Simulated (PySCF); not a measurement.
## Butanal: calculation and literature

Atoms are numbered as in `[CH3:1][CH2:2][CH2:3][CH:4]=[O:5]` (H(Xn): hydrogen on atom n).

All values are calculated (PySCF 2.14.0 with density-fitted response routines): PBE0-D3(BJ)/def2-SVP geometry, shielding tensors at PBE0/pcSseg-1 (GIAO). One conformer, no solvent, rapidly exchanging positions averaged, non-relativistic Hamiltonian.

Reference values: measured (solution, not stated per compound (mostly CDCl3 or CCl4); Pretsch, Buehlmann, Badertscher, Structure Determination of Organic Compounds, 4th ed. (2009)).
| atoms | quantity | reference | computed | computed, scaled |
| --- | --- | --- | --- | --- |
| C3 | δ 13C | 45.7 | 51.0 | 48.7 |
| C2 | δ 13C | 15.7 | 17.0 | 15.8 |
| C1 | δ 13C | 13.3 | 15.0 | 13.8 |
| H(C3) | δ 1H | 2.37 | 2.19 | 2.28 |
| H(C2) | δ 1H | 1.64 | 1.46 | 1.59 |
| H(C1) | δ 1H | 0.97 | 0.95 | 1.10 |

Computed shifts are σ(ref) − σ with the named reference compound (TMS for H and C) calculated as an isolated molecule at the same level. The measured values may be among those fitted. Scaled to experiment by linear calibration (H and C: mostly CDCl3 data, vs TMS): 13C: δ = 177.62 − 0.967σ (rms 1.9 ppm, 903 shifts, 2.3 ppm with the 23 outliers that the fit left out); 1H: δ = 29.91 − 0.950σ (rms 0.21 ppm, 511 shifts, 0.22 ppm with the 3 outliers that the fit left out). Occasional misses reach two or three times the rms, and more in compound classes unlike the fitted ones.

**Question.** How far are the unscaled 13C shifts from the references?

**Answer.** Mean signed difference +2.77 ppm, mean absolute 2.77 ppm over 3 comparisons; the largest is +5.3 ppm at C3 (sp3 CH2 α to a carbonyl).

**Question.** How far are the unscaled 1H shifts from the references?

**Answer.** Mean signed difference -0.13 ppm, mean absolute 0.13 ppm over 3 comparisons; the largest is -0.18 ppm at H(C3) (hydrogen on an sp3 CH2 α to a carbonyl).
